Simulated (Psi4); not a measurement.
**CH3PSi (SMILES [SiH3]C#P) at FNO-CCSD(T)/6-31G (density fitting, density fitting for correlation, occ tolerance 3e-05)**

What is the energy change on altering one bond length of CH3PSi at FNO-CCSD(T)/6-31G (density fitting, density fitting for correlation, occ tolerance 3e-05)? 

The results are computed with Psi4 1.11.

4 further runs of the same task are left out: 4 set aside as unsound or not needed.

## Step 1: The system as given

CH3PSi: 6 atoms, total charge 0, spin state singlet. SMILES: `[SiH3]C#P`. The coordinates come from a GFN2-xTB relaxation.

Bond lengths: Si1–C2 1.847 Å, C2–P3 1.561 Å, Si1–H4 1.465 Å, Si1–H5 1.465 Å, Si1–H6 1.465 Å. Angles: Si1–C2–P3 180.0°, C2–Si1–H4 108.0°, C2–Si1–H5 108.0°, C2–Si1–H6 108.0°, H4–Si1–H5 110.9°, H4–Si1–H6 110.9°, H5–Si1–H6 110.9°.

## Step 2: A single-point energy at FNO-CCSD(T)/6-31G (density fitting, density fitting for correlation, occ tolerance 3e-05)

ch3psi.inp reads:

```
memory 1600 mb

molecule geom {
  0 1
  Si    -0.390150     0.455330    -0.249090
  C      0.719980    -0.840150     0.459520
  P      1.658490    -1.935110     1.057730
  H     -1.575110    -0.211890    -0.794360
  H      0.346350     1.156750    -1.303760
  H     -0.759570     1.375070     0.829960
}

set {
  basis         6-31G
  freeze_core   true
  cc_type       df
  scf_type      df
  occ_tolerance 3e-05
}

E, wfn = energy("fno-ccsd(t)", return_wfn=True)
print_variables()
```

The run is started by

```console
$ psi4 ch3psi.inp ch3psi.out -n 1
```

ch3psi.out:

```text
[...]
  Running in c1 symmetry.
[...]
  Nuclear repulsion =  112.336026326157139
[...]
  Multiplicity = 1
[...]
  Nalpha       = 19
  Nbeta        = 19
[...]
    Number of basis functions: 41
[...]
   @DF-RHF iter   1:  -669.05781102970252   -7.89913e-01   5.35823e-03 ADIIS/DIIS
[...]
   @DF-RHF iter  10:  -669.09905767148302   -6.36646e-12   7.66644e-09 DIIS
[...]
    Orbital Energies [Eh]
    ---------------------
    Doubly Occupied:
       1A    -79.955258     2A    -68.802039     3A    -11.279092
       4A     -7.513351     5A     -6.169069     6A     -5.405743
       7A     -5.403577     8A     -5.403577     9A     -4.274129
      10A     -4.274129    11A     -4.273911    12A     -0.976618
      13A     -0.781712    14A     -0.596352    15A     -0.507759
      16A     -0.507695    17A     -0.460055    18A     -0.376070
      19A     -0.376060
[...]
  @DF-RHF Final Energy:  -669.09905767148302
   => Energetics <=
    Nuclear Repulsion Energy =            112.3360263261571390
    One-Electron Energy =               -1148.1977772966729390
    Two-Electron Energy =                 366.7626932990328896
    Total Energy =                       -669.0990576714830240
[...]
 Multipole Moments:
 ------------------------------------------------------------------------------------
     Multipole            Electronic (a.u.)      Nuclear  (a.u.)        Total (a.u.)
 ------------------------------------------------------------------------------------
 L = 1.  Multiply by 2.5417464519 to convert [e a0] to [Debye]
 Dipole X            :          4.3613948           -4.6169329           -0.2555381
 Dipole Y            :         -5.0883897            5.3869126            0.2985229
 Dipole Z            :          2.7805610           -2.9445093           -0.1639483
 Magnitude           :                                                    0.4257872
[...]
      * MP2 total energy:                  -669.323395055956
[...]
      * CCSD total energy:                 -669.340523055538
[...]
      * CCSD(T) total energy                -669.349082353161
[...]
```

It took 2.6 s on 1 thread of Intel Xeon 6975P-C (Granite Rapids), shared host; peak memory 0.2 GiB.

## Step 3: The distorted shape

ch3psi.inp reads:

```
memory 1600 MB

molecule geom {
  0 1
  Si     0.794828     1.122560     0.296188
  C      1.904958    -0.172920     1.004798
  P      2.843468    -1.267880     1.603008
  H     -1.575110    -0.211890    -0.794360
  H      1.531328     1.823980    -0.758482
  H      0.425408     2.042300     1.375238
}

set basis 6-31G
set reference rhf
set freeze_core true
set cc_type df
set scf_type df
set occ_tolerance 3e-05

e_tot, wfn = energy('fno-ccsd(t)', return_wfn=True)
```

The run is started by

```console
$ psi4 ch3psi.inp ch3psi.out -n 1
```

ch3psi.out:

```text
[...]
  Running in c1 symmetry.
[...]
  Nuclear repulsion =  108.895987019122998
[...]
  Multiplicity = 1
[...]
  Nalpha       = 19
  Nbeta        = 19
[...]
    Number of basis functions: 41
[...]
   @DF-RHF iter   1:  -668.88575252143266   -8.83957e-01   5.52757e-03 DIIS/ADIIS
[...]
   @DF-RHF iter  13:  -668.94122688932578   -4.43379e-12   6.55932e-09 DIIS
[...]
    Orbital Energies [Eh]
    ---------------------
    Doubly Occupied:
       1A    -79.976702     2A    -68.867569     3A    -11.296582
       4A     -7.534093     5A     -6.223807     6A     -5.426313
       7A     -5.424282     8A     -5.424145     9A     -4.329204
      10A     -4.328914    11A     -4.327999    12A     -0.993136
      13A     -0.783174    14A     -0.606750    15A     -0.531121
      16A     -0.478888    17A     -0.411373    18A     -0.392270
      19A     -0.312072
[...]
  @DF-RHF Final Energy:  -668.94122688932578
   => Energetics <=
    Nuclear Repulsion Energy =            108.8959870191229982
    One-Electron Energy =               -1140.3376374926356220
    Two-Electron Energy =                 362.5004235841869900
    Total Energy =                       -668.9412268893256623
[...]
 Multipole Moments:
 ------------------------------------------------------------------------------------
     Multipole            Electronic (a.u.)      Nuclear  (a.u.)        Total (a.u.)
 ------------------------------------------------------------------------------------
 L = 1.  Multiply by 2.5417464519 to convert [e a0] to [Debye]
 Dipole X            :          6.3370080           -5.6969115            0.6400965
 Dipole Y            :         -4.2853222            4.7788050            0.4934828
 Dipole Z            :          3.7215954           -3.4414709            0.2801245
 Magnitude           :                                                    0.8554055
[...]
      * MP2 total energy:                  -669.188857311568
[...]
      * CCSD total energy:                 -669.231499338178
[...]
      * CCSD(T) total energy                -669.244774027628
[...]
```

Run time: 2.6 s. Hardware: 1 thread of Intel Xeon 6975P-C (Granite Rapids), shared host; peak memory 0.2 GiB.

## Step 4: What came out

Level: FNO-CCSD(T)/6-31G (density fitting, density fitting for correlation, occ tolerance 3e-05), 11 core orbitals frozen.

| quantity | value |
| --- | --- |
| first shape: total energy | -669.34908 Eh |
| first shape: HOMO energy (Hartree–Fock orbitals) | -10.23 eV |
| first shape: LUMO energy (Hartree–Fock orbitals) | 1.92 eV |
| first shape: HOMO–LUMO gap (Hartree–Fock orbitals) | 12.15 eV |
| first shape: correlation energy (11 core orbitals frozen) | -250.0 mEh |
| first shape: (T) correction | -8.56 mEh |
| first shape: T1 diagnostic | 0.013 |
| distorted shape: total energy | -669.24477 Eh |
| distorted shape: HOMO energy (Hartree–Fock orbitals) | -8.49 eV |
| distorted shape: LUMO energy (Hartree–Fock orbitals) | -0.70 eV |
| distorted shape: HOMO–LUMO gap (Hartree–Fock orbitals) | 7.79 eV |
| distorted shape: correlation energy (11 core orbitals frozen) | -303.5 mEh |
| distorted shape: (T) correction | -13.27 mEh |
| distorted shape: T1 diagnostic | 0.028 |
| energy change with the Si1–H4 bond stretched from 1.465 to 2.930 Å | 2.838 eV |

One bond (distorted shape) is far stretched, which a spin-restricted single reference describes badly; perturbation theory on it can break down and give far too much correlation. With the Si1–H4 bond stretched from 1.465 to 2.930 Å the energy rises by 2.84 eV (65 kcal/mol). The first shape isn't relaxed at this level, so the change isn't measured from a minimum. A restricted reference can't describe the breaking bond well at this length. The triples (first shape) make up 3.4 % of the correlation energy. The T1 diagnostic (distorted shape) of 0.028 is above the customary mark for such species, so a single reference may not serve. The triples (distorted shape) make up 4.4 % of the correlation energy.
